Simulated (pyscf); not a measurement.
F–Si(SiH₃)(SiH₃)–SiH₃ + H• → F–Si(SiH₂•)(SiH₃)–SiH₃ + H₂, a hydrogen abstraction (doublet surface; H–Si broken, H–H formed). PySCF, gas phase, ωB97X-D3(BJ)/def2-SVP geometries. Energies in kcal/mol from the separated reactants.

Small-basis levels: PySCF, no dispersion term, spherical d functions. Open shells are spin-unrestricted. 

Q: Quick BP86/6-31G* single points give ΔE‡ = -1.4 kcal/mol and ΔE = -21.1 kcal/mol. What does ωB97M-D3(BJ)/def2-TZVP give, and how far is the quick result from it?

A: ωB97M-D3(BJ)/def2-TZVP gives ΔE‡ = 4.0 kcal/mol and ΔE = -15.6 kcal/mol. BP86/6-31G* lies 5.4 kcal/mol under it in the barrier and 5.5 kcal/mol under it in the reaction energy, so on this step it does not hold to within 3.0 kcal/mol. At BP86/6-31G* this geometry lies under one side, so its ΔE‡ may be no barrier of that level. ωB97M-D3(BJ)/def2-TZVP has limits of its own. F–Si(SiH₂•)(SiH₃)–SiH₃ lies 8.3 kcal/mol over its isomer F–SiH₂–Si•(SiH₃)–SiH₃ (electronic energy, ωB97M-D3(BJ)/def2-TZVP). This is the saddle that the search found; another between the same sides may lie lower. The angle at the transferred H is 179°.
